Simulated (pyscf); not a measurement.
Single points on ωB97X-D3(BJ)/def2-SVP structures (PySCF, gas phase).

### Question
PBE/def2-TZVP puts the barrier of F–SiH•–F (SMILES F[SiH]F) + H₂ (SMILES [H][H]) -> F–SiH₂–F (SMILES F[SiH2]F) + H• (SMILES [H]) (hydrogen abstraction; doublet surface; H–H broken, H–Si formed) at 49.6 kJ/mol and the reaction energy at +45.6 kJ/mol, from the separated reactants. What do r²SCAN/def2-TZVP, M06-2X/def2-TZVP, ωB97M-D3(BJ)/def2-TZVP give on the same structures?

### Answer
r²SCAN: ΔE‡ = 50.3 kJ/mol, ΔE = +47.0 kJ/mol; M06-2X: ΔE‡ = 72.8 kJ/mol, ΔE = +39.0 kJ/mol; ωB97M-D3(BJ): ΔE‡ = 57.4 kJ/mol, ΔE = +28.7 kJ/mol. PBE's barrier matches one of them and lies within 23.3 kJ/mol of the others. Its reaction energy lies among theirs. This is the saddle that the search found; another between the same sides may lie lower. The angle at the transferred H is 177°.
